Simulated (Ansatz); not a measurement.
Geometry optimisation, Ansatz, RKS revPBE-D4/def2-SVP.

The input (input.yaml):

```yaml
crystal:
  periodic: [false, false, false]
  atoms:
    - { symbol: Al, position_ang: [0.0, 0.0, 0.0] }
    - { symbol: Cl, position_ang: [0.0, 0.0, 2.58] }
    - { symbol: H, position_ang: [1.351, 0.0, -0.78] }
    - { symbol: H, position_ang: [-1.351, 0.0, -0.78] }
    - { symbol: P, position_ang: [0.1078, -2.446, 0.8135] }
    - { symbol: H, position_ang: [-0.6605, -3.268, -0.0528] }
    - { symbol: H, position_ang: [1.4574, -2.8876, 0.8103] }
    - { symbol: H, position_ang: [0.0643, -1.4594, 2.0809] }
basis:
  gaussian: { orbitals: def2-SVP }
hamiltonian:
  xc: revpbe
  dispersion: d4
relax:
  f_tol: 0.15
  max_steps: 25
  restrain:
    - { distance: [0, 4], at: 2.28, k: 30.0 }
    - { distance: [7, 1], at: 1.37, k: 30.0 }
    - { distance: [0, 1], at: 3.43, k: 30.0 }
    - { distance: [7, 4], at: 2.62, k: 30.0 }
output:
  orbitals: {}
```

Launched with:

```bash
$ ansatz run input.yaml --threads 2 --pin off --max-ram 3072MiB --backend cpu --events-out ev --progress --plain --runs-dir out
```

Q: Where does it end, and by what steps?

A: The run converged. The restraints hold the end off the free minimum. After 9 steps the energy has fallen by 0.530 eV (the restraints' own energy left out); H8 moved furthest, 0.85 Å.

```
step  energy less start (eV)  largest force component (eV/Å)  accepted
   0                  0.0000                           1.976       yes
   1                  0.2285                           2.615       yes
   2                  0.3372                           2.730       yes
   3                  0.1035                           1.368       yes
   4                 -0.2242                           1.348       yes
   5                 -0.4387                           1.084       yes
   6                 -0.4772                           1.147       yes
   7                 -0.5191                           0.776       yes
   8                 -0.5113                           0.943        no
   9                 -0.5299                           0.846       yes
```

```xyz
8
Properties=species:S:1:pos:R:3
Al 0.099 -0.555 -0.363
Cl -0.100 0.292 2.948
H 1.453 0.254 -0.624
H -1.336 -0.029 -0.831
P 0.201 -2.584 0.717
H -0.708 -3.319 -0.120
H 1.414 -3.078 0.128
H -0.054 -1.044 2.818
```

Time of the run: 18 s on 2 threads of Intel(R) Xeon(R) Platinum 8259CL CPU @ 2.50GHz (Skylake/Cascade Lake), on a shared host, peak memory 0.17 GiB.
